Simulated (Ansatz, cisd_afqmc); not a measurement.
System: HS, charge -1, singlet. HS- (SMILES [SH-]).
B3LYP-D3(BJ)/def2-TZVP minimum from Ansatz (an electronic-structure program):
```xyz
2

S      0.0000     0.0000    -0.0794
H      0.0000     0.0000     1.2697
```
Charge -1, spin multiplicity 1.

Total energies in aug-cc-pV(D+d)Z, 8 correlated electrons, 5 frozen orbitals. Open shells are spin-unrestricted; no spin-orbit coupling. Cores are frozen in correlated methods. No relativity. The Monte Carlo rows (phaseless AFQMC, CISD trial, step 0.005/hartree) carry one-sigma bars that omit the constraint's bias. Outlying blocks are dropped, and bars are widened where a walk drifts. Over all cases where full CI ran beside it in this data, AFQMC minus full CI had a median of +0.1 mEh and passed +0.4 mEh in a tenth of the cases.

```csv
method,program,energy (Eh),minus CCSDTQ (mEh)
HF,Ansatz,-398.13557,186.53
MP2,Ansatz,-398.29711,24.99
CCSD,Ansatz,-398.31490,7.20
CCSD(T),Ansatz,-398.32106,1.05
CCSDT(Q),Ansatz,-398.32210,0.01
CCSDTQ,Ansatz,-398.32211,0.00
AFQMC/CISD,cisd_afqmc,-398.3221 ± 0.0004,0.0 ± 0.4
```

Rough core times of Ansatz's runs on a shared machine: CCSD(T) under 20 s, CCSDT(Q) under 20 s, CCSDTQ 2 min.
